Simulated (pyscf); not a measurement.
**Four-centre exchange: `[SeH2]` + `[CH3][Ga]([CH3])[CH3]` -> `[CH3][Ga]([CH3])[SeH]` + `[CH4]`**

Gas phase, singlet surface, charge 0. Bonds broken: Se1–H2, C4–Ga5. Bonds formed: Se1–Ga5, H2–C4. PySCF, gas phase, ωB97X-D3(BJ)/def2-SVP geometries.

Transition state (Å):

```xyz
16

Se    -0.1106    -1.2714     2.1533
H     -1.2397    -0.5217     1.1275
H      0.0154    -2.4059     1.2331
C     -2.0347     0.2864     0.0549
Ga     0.0843     0.4919     0.2457
C      0.4803     2.1692     1.1855
C      0.9687    -0.3960    -1.2649
H     -2.0427     1.0635    -0.7337
H     -2.7158     0.6466     0.8417
H     -2.4503    -0.6251    -0.4018
H     -0.1736     2.2934     2.0630
H      1.5253     2.1903     1.5320
H      0.3249     3.0367     0.5232
H      0.9234     0.2298    -2.1714
H      2.0297    -0.5887    -1.0408
H      0.4858    -1.3587    -1.4948
```

One imaginary mode, 1148i cm⁻¹; descent along it reached the two sides named, in the forms told below.

```json
[
 {"bond": "Se1–H2", "change": "breaks", "reactant side (Å)": "1.466", "saddle": "1.700", "product side": "3.3"},
 {"bond": "C4–Ga5", "change": "breaks", "reactant side (Å)": "1.987", "saddle": "2.137", "product side": "3.2"},
 {"bond": "Se1–Ga5", "change": "forms", "reactant side (Å)": "2.7", "saddle": "2.6", "product side": "2.332"},
 {"bond": "H2–C4", "change": "forms", "reactant side (Å)": "3.5", "saddle": "1.561", "product side": "1.101"}
]
```

Electronic energies relative to the separated reactants (kcal/mol):

```tsv
level	barrier	reaction energy	reverse barrier
ωB97X-D3(BJ)/def2-TZVP	6.3	-36.3	42.6
PBE/def2-TZVP	5.2	-33.4	38.5
r²SCAN/def2-TZVP	4.1	-34.6	38.6
B3LYP-D3(BJ)/def2-TZVP	8.2	-34.3	42.5
PBE0-D3(BJ)/def2-TZVP	4.6	-34.3	38.8
M06-2X/def2-TZVP	7.6	-34.7	42.3
ωB97M-D3(BJ)/def2-TZVP	11.0	-32.5	43.5
HF/def2-TZVP	28.7	-35.2	64.0
```

With ωB97M-D3(BJ)/def2-TZVP energies and thermal terms (ideal gas, 1 atm, RRHO with modes under 100 cm⁻¹ raised to 100, one conformer, R ln 2 for chiral ones without a mode under 150 cm⁻¹), in kcal/mol:

```tsv
T (K)	ΔH‡	ΔG‡	ΔH	ΔG
298	10.8	22.2	-29.9	-28.3
600	11.2	33.7	-30.2	-26.7
900	11.9	44.8	-30.6	-24.8
1200	12.6	55.6	-30.9	-22.9
```

On the reactant side the descent ends in an adduct with a Ga–Se contact, 11.7 kcal/mol under the separated species and 18.0 kcal/mol under the saddle at ωB97X-D3(BJ)/def2-TZVP. What is counted as formed (Ga–Se) is already present as a longer contact in the reactant adduct; forming that adduct is a step of its own. This is the saddle that the search found; another between the same sides may lie lower. Elements up to Kr have no core potential and no relativistic terms here.
